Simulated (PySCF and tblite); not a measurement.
Results of a calculation; reference values are marked as such.
C4H6O, numbered as in [CH2:1]=[C:2]([CH3:3])[CH:4]=[O:5].

Search: ETKDG and KDG, MMFF94s, GFN2-xTB, 90 starts; geometries at PBE0-D3(BJ)/def2-SVP. Free energies are PBE0-D3(BJ)/def2-TZVP single points with GFN2-xTB rigid-rotor and vibrational terms (modes under about 100 cm⁻¹ blended into free rotors). Symmetry numbers and mirror images are counted. Conformers within 4 kcal/mol (GFN2-xTB free energy) were kept, 5 at most. Codes: tblite and PySCF.

Torsions listed: C3–C2–C4–O5.

```csv
conformer,shape,symmetry,dipole D
1,-179°,Cs,2.97
2,1°,Cs,2.90
```

Problem. Which of these conformers is the most populated at 298.15 K, and with what share?

Solution. Conformer 2, about 100 %.

Problem. Give the DFT energies and free energies relative to the lowest, and all weights.

Solution. 
```json
{"conformer": "1", "shape": "-179°", "E(DFT) kcal/mol": "3.52", "G(298.15 K) kcal/mol": "3.57", "weight %": "0.2"}
{"conformer": "2", "shape": "1°", "E(DFT) kcal/mol": "0.00", "G(298.15 K) kcal/mol": "0.00", "weight %": "99.8"}
```

Problem. How does its share change from 180 K to 400 K?

Solution. From 100 % to 99 %; the mixing entropy goes from 0.00 to 0.12 cal/(mol K).
